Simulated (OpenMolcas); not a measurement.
# HF (hydrogen fluoride): a chain of runs

Wanted: a single-point energy (HF/ANO-L-MB), then a single-point energy (CASSCF(8,5)/ANO-L-VQZP), then the energy (CASPT2(8,5)/ANO-L-VQZP) of HF (hydrogen fluoride). 

Program for the calculation: OpenMolcas 26.06.

### Step 1. The structure to begin with

HF: 2 atoms, total charge 0, spin state singlet. As SMILES, `F`. The coordinates come from a PBE0-D4/def2-TZVP relaxation.

Bond lengths: F1–H2 0.920 Å.

### Step 2. A single-point energy at HF/ANO-L-MB (run 1)

step1.input

```
&GATEWAY
Coord
2
bohr
F     -0.73699319     0.27325440    -0.37114221
H      0.73699319    -0.27325440     0.37114221
Basis
ANO-L-MB
Group
NoSym
&SEWARD
&SCF
PrOrbitals
1 1
```

Command:

```console
$ export MOLCAS_MEM=1860
$ pymolcas step1.input > step1.log
```

The log of the run:

```text
--- Start Module: gateway ---
[...]
--- Stop Module: gateway /rc=_RC_ALL_IS_WELL_ ---
--- Start Module: seward ---
[...]
      Basis functions            6
--- Stop Module: seward /rc=_RC_ALL_IS_WELL_ ---
--- Start Module: scf ---
[...]
       Convergence after   6 Iterations
[...]
::    Total SCF energy                                -99.9840559134
[...]
      Total spin, S                                     0.0000000000
[...]
      Total electronic charge=   10.000000
      Total            charge=   -0.000000
[...]
      Dipole Moment (debye):
      Origin of the operator (angstrom)=   -0.3507    0.1300   -0.1766
                   X=  1.6529E+00               Y= -6.1283E-01               Z=  8.3237E-01           Total=  1.9495E+00
      Quadrupole Moment (debye*angstrom):
[...]
--- Stop Module: scf /rc=_RC_ALL_IS_WELL_ ---
[...]
```

Run time: 1.6 s. Hardware: 1 thread of Arm Neoverse V1, shared host; peak memory 0.37 GiB.

### Step 3. The energy at CASSCF(8,5)/ANO-L-VQZP (RICD fitting) (run 2)

step2.input

```
* FH CASSCF

&GATEWAY
 COORD
 2
 bohr
 F     -0.73699319     0.27325440    -0.37114221
 H      0.73699319    -0.27325440     0.37114221
 BASIS=ANO-L-MB
 GROUP=NoSym

&SEWARD

&RASSCF
 FILEORB=$CurrDir/step1.ScfOrb
 SPIN=1
 NACTEL=8 0 0
 INACTIVE=1
 RAS2=5
 ORBLISTING=Nothing
>>> COPY $Project.RunFile RUNFIL1
>>> COPY $Project.RasOrb INPORB

&GATEWAY
 COORD
 2
 bohr
 F     -0.73699319     0.27325440    -0.37114221
 H      0.73699319    -0.27325440     0.37114221
 BASIS=ANO-L-VQZP
 GROUP=NoSym
 RICD

&SEWARD
>>> COPY $Project.RunFile RUNFIL2

&EXPBAS

&RASSCF
 FILEORB=$Project.ExpOrb
 SPIN=1
 NACTEL=8 0 0
 INACTIVE=1
 RAS2=5
 ORBLISTING=Nothing
 ORBAPPEAR=Compact
```

Command:

```console
$ export MOLCAS_MEM=1860
$ pymolcas step2.input > step2.log
```

The log of the run:

```text
--- Start Module: gateway ---
[...]
      Basis functions            6
[...]
      Number of active orbitals                  5
[...]
      Spin quantum number                      0.0
[...]
      Active orbitals                            5
[...]
      Number of CSFs                            15
[...]
      Number of root(s) required                 1
[...]
      Convergence after  4 iterations
[...]
      printout of CI-coefficients larger than  0.05 for root  1
      energy=    -100.005148
      conf/sym  11111     Coeff  Weight
             1  22220  -0.99395 0.98795
            13  20222   0.10704 0.01146
      Natural orbitals and occupation numbers for root  1
      sym 1:   1.999666   1.977086   1.999571   1.999571   0.024107
      ************************************************************************************************************************
      *                                                    Final results                                                     *
[...]
::    RASSCF root number  1 Total energy:   -100.00514799
[...]
      Basis functions           69
[...]
      Convergence after 11 iterations
[...]
      Natural orbitals and occupation numbers for root  1
      sym 1:   1.999791   1.979929   1.999781   1.999781   0.020719
      ************************************************************************************************************************
      *                                                    Final results                                                     *
[...]
::    RASSCF root number  1 Total energy:   -100.09454643
[...]
      Dipole Moment (debye):
      Origin of the operator (angstrom)=   -0.3507    0.1300   -0.1766
                   X=  1.5241E+00               Y= -5.6507E-01               Z=  7.6750E-01           Total=  1.7975E+00
      Quadrupole Moment (debye*angstrom):
[...]
```

It took 5.1 s on 1 thread of Arm Neoverse V1, shared host; peak memory 0.37 GiB.

### Step 4. A single-point energy at CASPT2(8,5)/ANO-L-VQZP (RICD fitting, ipea shift 0.25 Eh, pt2 variant SS) (run 3)

step3.inp

```
* FH CASPT2
&GATEWAY
Coord
2
bohr
F     -0.73699319     0.27325440    -0.37114221
H      0.73699319    -0.27325440     0.37114221
Basis=ANO-L-VQZP
Group=NoSym
RICD
&SEWARD
&RASSCF
FileOrb=$CurrDir/step2.RasOrb
Spin=1
Nactel=8 0 0
Inactive=1
Ras2=5
OrbListing=Nothing
OrbAppear=Compact
&CASPT2
Imaginary=0.2
```

Command:

```console
$ export MOLCAS_MEM=1860
$ pymolcas step3.inp > step3.log
```

The log of the run:

```text
--- Start Module: gateway ---
[...]
--- Stop Module: gateway /rc=_RC_ALL_IS_WELL_ ---
[...]
      Basis functions           69
[...]
--- Start Module: rasscf ---
[...]
      Number of active orbitals                  5
[...]
      Spin quantum number                      0.0
[...]
      Active orbitals                            5
[...]
      Number of CSFs                            15
[...]
      Number of root(s) required                 1
[...]
      Convergence after  4 iterations
[...]
      printout of CI-coefficients larger than  0.05 for root  1
      energy=    -100.094546
      conf/sym  11111     Coeff  Weight
             1  22220  -0.99481 0.98964
            13  20222   0.10018 0.01004
      Natural orbitals and occupation numbers for root  1
      sym 1:   1.999791   1.979929   1.999781   1.999781   0.020719
      ************************************************************************************************************************
      *                                                    Final results                                                     *
[...]
::    RASSCF root number  1 Total energy:   -100.09454643
[...]
      Total electronic charge=   10.000000
      Total            charge=   -0.000000
[...]
      Dipole Moment (debye):
      Origin of the operator (angstrom)=   -0.3507    0.1300   -0.1766
                   X=  1.5241E+00               Y= -5.6507E-01               Z=  7.6750E-01           Total=  1.7975E+00
      Quadrupole Moment (debye*angstrom):
[...]
--- Stop Module: rasscf /rc=_RC_ALL_IS_WELL_ ---
[...]
--- Start Module: caspt2 ---
[...]
      E2 (Variational):          -0.2583098170
      Total energy:            -100.3528562422
[...]
      Reference weight:           0.95826
[...]
::    CASPT2 Root  1     Total energy:   -100.35285624
[...]
--- Stop Module: caspt2 /rc=_RC_ALL_IS_WELL_ ---
[...]
```

Run time: 3.6 s. Hardware: 1 thread of Arm Neoverse V1, shared host; peak memory 0.083 GiB.

### Step 5. Results

```
                                                     quantity          value
                             run 1, HF/ANO-L-MB: total energy   -99.98406 Eh
                            run 1, HF/ANO-L-MB: dipole moment         1.95 D
                              run 1, HF/ANO-L-MB: HOMO energy      -17.77 eV
                              run 1, HF/ANO-L-MB: LUMO energy       11.47 eV
                            run 1, HF/ANO-L-MB: HOMO–LUMO gap       29.24 eV
                  run 2, CASSCF(8,5)/ANO-L-VQZP: total energy  -100.09455 Eh
run 2, CASSCF(8,5)/ANO-L-VQZP: dipole moment (CASSCF density)         1.80 D
                  run 3, CASPT2(8,5)/ANO-L-VQZP: total energy  -100.35286 Eh
run 3, CASPT2(8,5)/ANO-L-VQZP: dipole moment (CASSCF density)         1.80 D
```
